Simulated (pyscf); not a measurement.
Single points on ωB97X-D3(BJ)/def2-SVP structures (PySCF, gas phase). MP2 and CC: frozen core, UHF for open shells. ΔMP2 is the change of the MP2 total energy from the triple- to the quadruple-zeta basis.

SMILES: [F][Sn]([F])([F])[Cl]
```xyz
5

F      1.0944     2.0875    -0.4955
Sn     0.2477     0.3837    -0.3997
F      0.4280    -0.2465     1.3889
F     -1.6101     0.6471    -0.7299
Cl     1.1619    -1.0832    -1.8885
```

How much does it cost (ΔH, 298 K, CCSD(T)/def2-TZVPP + ΔMP2(QZVPP)) to split `[F][Sn]([F])([F])[Cl]` at its Cl–Sn bond into F–Sn•(F)–F + Cl•?

Cl–Sn to F–Sn•(F)–F + Cl•: 86.0 kcal/mol. The CCSD(T) − MP2 part came from Ansatz, without density fitting, on the same reference. The frozen core leaves the outer d or s,p core shells of the metals and heavy elements correlated in the MP2 and CC values, and def2-TZVPP describes them poorly, which can shift differences by a few kcal/mol. Left out: the spin-orbit lowering of Cl. Elements past Kr carry the def2 core potentials, without spin-orbit coupling.
